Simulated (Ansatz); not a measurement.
This geometry of BH4N + FH (8 atoms, charge 0, multiplicity 1) is a first-order saddle point.

Theory: RKS PBE0-D4/cc-pVDZ in Ansatz.

```xyz
8
Properties=species:S:1:pos:R:3
B -0.007 0.082 0.249
N -0.014 0.074 1.755
H -0.798 -0.373 2.222
H 0.855 -0.153 2.229
H 1.071 -0.019 -0.279
H -1.015 -0.297 -0.291
F -0.244 1.867 0.377
H -0.192 1.417 1.342
```

(1) Which two structures does it join? (They come from a converged band through this point; their orientation in space is the band's.)

(2) How far does it lie above each of them?

## Answers

(1) Bonds broken: F7–H8. Bonds formed: B1–F7, N2–H8. BH4N + FH becomes BFH5N.

Initial state:

```xyz
8
Properties=species:S:1:pos:R:3
B 0.040 -0.298 0.229
N 0.020 -0.160 1.625
H -0.811 -0.337 2.178
H 0.867 -0.115 2.180
H 1.098 -0.212 -0.339
H -1.003 -0.489 -0.342
F -0.334 2.521 0.830
H -0.224 1.689 1.243
```

Final state:

```xyz
8
Properties=species:S:1:pos:R:3
B 0.023 0.389 0.103
N -0.116 0.214 1.743
H -0.347 -0.747 1.998
H 0.757 0.465 2.210
H 0.939 -0.373 -0.195
H -1.085 0.072 -0.319
F 0.332 1.752 -0.046
H -0.848 0.825 2.111
```

(2) 32.2 kJ/mol above the first and 120.8 kJ/mol above the second. This is the barrier of this one path; another mechanism may lie lower. The orbitals stay closed-shell, which can raise the energy where a bond breaks towards radicals; this wasn't checked here.

The run took 38 s on 1 thread of AMD EPYC 9R45 96-Core Processor (Zen 5), with other jobs on the host, peak memory 0.14 GiB.
